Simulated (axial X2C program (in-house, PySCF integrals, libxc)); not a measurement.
# MgO: cheaper levels and CCSD(T), two-component

Computed with an in-house relativistic program for diatomic molecules. Two-component (2c) means X2C with spin–orbit coupling and atomic mean-field two-electron Coulomb and Gaunt terms. Basis: Mg dyall-cv3z [9s8p6d3f], O dyall-av3z [7s6p3d2f] (cores contracted in-house); Gaussian nuclei, density fitting, unrestricted open shells. Masses: Mg 23.985 u, O 15.995 u.

State: Ω = 2 (⟨Sz⟩ = 1.00, ⟨Lz⟩ = 1.00 at HF); fragments Mg + O.

```tsv
level	Re (Å)	ωe (cm⁻¹)	De (eV)
PBE0	1.875	638.8	2.28
HF	1.855	684.7	1.28
MP2	1.883	644.9	2.57
CCSD	1.878	648.4	2.16
B3LYP	1.884	624.5	2.29
```

Correlated methods: 8 electrons correlated (number of frozen shells: Mg 2 s, 1 p; O 1 s), 242 virtual spin orbitals or spinors in MP2, 89 natural virtuals in coupled cluster.

CCSD(T), same Hamiltonian and basis:

Re = 1.884 Å, ωe = 638.8 cm⁻¹, De = 2.28 eV; T1 = 0.016 (Lee–Taylor normalisation).

**Question.** Give the differences from CCSD(T) in the columns below.

**Answer.** 

```json
{"level": "PBE0", "ΔRe (Å)": "-0.009", "Δωe (cm⁻¹)": "0", "ΔDe (eV)": "0.00"}
{"level": "HF", "ΔRe (Å)": "-0.029", "Δωe (cm⁻¹)": "46", "ΔDe (eV)": "-1.00"}
{"level": "MP2", "ΔRe (Å)": "-0.001", "Δωe (cm⁻¹)": "6", "ΔDe (eV)": "0.29"}
{"level": "CCSD", "ΔRe (Å)": "-0.006", "Δωe (cm⁻¹)": "10", "ΔDe (eV)": "-0.12"}
{"level": "B3LYP", "ΔRe (Å)": "0.000", "Δωe (cm⁻¹)": "-14", "ΔDe (eV)": "0.01"}
```

The state is a single determinant with fixed occupations, the lowest that a limited PBE0 search found. De is counted from the lowest determinant-based energies of the atoms at the same level, without counterpoise correction. Density functionals use the spin component along the axis (collinear). CCSD and (T) use frozen natural virtuals with an MP2 correction for the truncation; (T) itself is uncorrected, so its De runs slightly low. In 2c an atomic determinant is not the ground J level, so De misses part of the atomic spin–orbit lowering. This holds for PBE0, B3LYP. Other states lie close and PBE0, whose exact exchange favours high spin, may order them wrongly; the determinant shown need not be the ground state. The nearest other spin-free determinant of the search, M_S = 0, Λ = 1, lies 0.05 eV up at the distance of the search. Without a current term, density functionals place determinants with orbital angular momentum somewhat too high. With several unpaired electrons one determinant need not be a pure state. A state of lower Ω lies just above, and one determinant can place such states too high, so the state shown need not be the lowest. The search has Ω = 1 only 0.05 eV up. Open-shell Ω = 0 determinants with evenly filled partner blocks cannot be reached by this program, so the Ω shown need not be the lowest component.
